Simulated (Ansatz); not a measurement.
A made-up structure of SiNH2S, doublet:

```
5
angstrom
N -1.6679 0.0244 1.2482
Si -0.5340 -0.4171 -0.1226
S 1.5864 0.5180 -0.5222
H -0.8737 -1.5576 -1.2761
H 1.4892 1.4323 0.6727
```

It is relaxed with PBE-D4/def2-SVP and then PBE0-D4/def2-TZVP (Ansatz 0.2.0). Atoms count as bonded within 1.22 times the sum of their covalent radii (H–H: 0.88 Å). The end point is not checked to be a true minimum.

Q: Does its bonding change? (A judgement: the text doesn't fix the answer.)

A: Computed: No: no bond forms or breaks.

Where it ends: The first stage lowers the energy by 0.99 eV in 6 steps. It ends as SiNH₂S ([N][SiH][SH]):
N1  (-1.490, 0.022, 1.115)
Si2  (-0.477, -0.373, -0.109)
S3  (1.416, 0.462, -0.466)
H4  (-0.780, -1.391, -1.140)
H5  (1.330, 1.279, 0.600)
(Å)

Labels in which every atom is bracketed show which atoms are joined, not bond orders.

For scale, one of the runs: PBE0-D4/def2-TZVP relaxation, 117 basis functions, launched by `ansatz run in.yaml --threads 2 --pin off --events-out ev --progress --plain --max-ram 4352MiB`. Hardware: 2 CPU threads of an Arm Neoverse V1, shared host. Wall time about 22 s.
